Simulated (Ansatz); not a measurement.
# Si2H4Cl+: functionals against CCSD(T) at one geometry

One table from this session's results is given with a row withheld; the runs are named, their logs left out.

Method: single points in def2-TZVPP; program: Ansatz 0.2.0, Gaussian basis.

Correlated methods freeze the cores.

## The system as given

SMILES `[SiH2+][SiH2]Cl`, 7 atoms, charge 1, spin multiplicity 1.

Atoms are counted from 1 here; the program's logs count them from 0.

Bond lengths: Si1–Si2 2.331 Å, Si1–H4 1.435 Å, Si1–H5 1.420 Å, Si2–Cl3 1.847 Å, Si2–H6 1.460 Å, Si2–H7 1.444 Å. Angles: Si2–Si1–H4 128.0°, Si2–Si1–H5 131.7°, H4–Si1–H5 100.3°, Si1–Si2–Cl3 115.2°, Si1–Si2–H6 102.1°, Si1–Si2–H7 101.1°, Cl3–Si2–H6 113.9°, Cl3–Si2–H7 115.1°, H6–Si2–H7 107.9°.

As a file:

```xyz
7
ClH4Si2
Si   -1.01000    0.18670   -0.69490
Si    0.91580   -0.20660    0.55800
Cl    1.09380   -1.92580    1.20810
H    -2.07130   -0.73030   -0.99640
H    -1.49330    1.35460   -1.34240
H     0.81590    0.81250    1.59870
H     1.94160    0.20690   -0.37040
```

The first run:

Contents of run/in.yaml:

```yaml
crystal:
  periodic: [false, false, false]
  atoms:
    - {symbol: Si, position_ang: [-1.010000, 0.186700, -0.694900]}
    - {symbol: Si, position_ang: [0.915800, -0.206600, 0.558000]}
    - {symbol: Cl, position_ang: [1.093800, -1.925800, 1.208100]}
    - {symbol: H, position_ang: [-2.071300, -0.730300, -0.996400]}
    - {symbol: H, position_ang: [-1.493300, 1.354600, -1.342400]}
    - {symbol: H, position_ang: [0.815900, 0.812500, 1.598700]}
    - {symbol: H, position_ang: [1.941600, 0.206900, -0.370400]}
basis:
  gaussian: {orbitals: def2-TZVPP}
total_charge: 1
correlation: {method: ccsd_t}
output: {forces: true}
```

The command line of these runs was not kept.

Among the steps run: CCSD(T)/def2-TZVPP; PBE0-D4/def2-TZVPP; wB97M-V/def2-TZVPP; r2SCAN-D4/def2-TZVPP; PBE-D4/def2-TZVPP; wB97X-V/def2-TZVPP; r2SCAN0-D4/def2-TZVPP.

One table of the session follows, with a row left open; its other results are not shown here.

| method | RMS force component (eV/Å) | angle to CCSD(T) forces (°) |
| --- | --- | --- |
| CCSD(T) | 1.609 | reference |
| PBE0-D4 | 1.523 | 4.5 |
| wB97M-V | 1.560 | 1.3 |
| r2SCAN-D4 | 1.525 | 4.8 |
| PBE-D4 | 1.584 | 8.6 |
| wB97X-V | ? | ? |
| r2SCAN0-D4 | 1.495 | 2.0 |

Q: Estimate the row for wB97X-V from the others.

**Answer.** RMS force component (eV/Å): 1.562; angle to CCSD(T) forces (°): 1.7. In the column «RMS force component (eV/Å)» it lies between wB97M-V (1.560) and PBE-D4 (1.584).
